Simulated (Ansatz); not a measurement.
`NC(O)(F)F` → `F[C]F` + `NO` at 298.15 K and 1 bar (formal loss of a carbene).

Gas-phase electronic energies from Ansatz, PBE0-D4/def2-TZVP geometries. CCSD(T)/CBS is the MP2 limit (def2-TZVPP, def2-QZVPP) plus CCSD(T) − MP2 in def2-TZVPP, frozen cores. This one scheme is used for every species. One conformer a species, not always the lowest.

```csv
species,CCSD(T)/CBS energy (Eh),H − E (kJ/mol),S (J/(mol·K))
`NC(O)(F)F`,-369.33079,157.4,301.4
`F[C]F`,-237.54028,28.9,240.6
`NO`,-131.61350,117.8,234.0
```

H − E and S are ideal-gas, rigid-rotor, harmonic terms from PBE0-D4/def2-TZVP, for one conformer and one mirror image of each species. 1 Eh = 2625.50 kJ/mol, R = 8.31446 J/(mol·K).

Q: By hand: ΔE, ΔH, ΔS and ΔG.

A: ΔE = (-237.54028) + (-131.61350) − (-369.33079) = 0.17701 Eh = 464.7 kJ/mol. Δ(H − E) = 28.9 + 117.8 − 157.4 = -10.7, so ΔH = 454.0 kJ/mol. ΔS = 240.6 + 234.0 − 301.4 = 173.2 J/(mol·K). ΔG = 454.0 − 298.15 × (173.2)/1000 = 402.4 kJ/mol.

Q: By hand: the equilibrium constant, and the temperature at which ΔG would vanish if ΔH and ΔS stayed fixed.

A: log₁₀ K = −ΔG/(RT ln 10) = -70.5. ΔG = 0 at ΔH/ΔS = 2621 K, far beyond where these terms or the molecules hold.

The number of gas molecules changes by +1, which sets the sign of ΔS. A doubt of 5 kJ/mol in ΔE shifts log₁₀ K by 0.9 here. Other conformers and mirror images would add mixing entropy, several J/(mol·K) or more a flexible species. These are equilibria of isolated gas molecules and say nothing of rates. Largest T1 diagnostic: 0.017 (customary marks: 0.02 for closed shells, 0.045 for open ones).
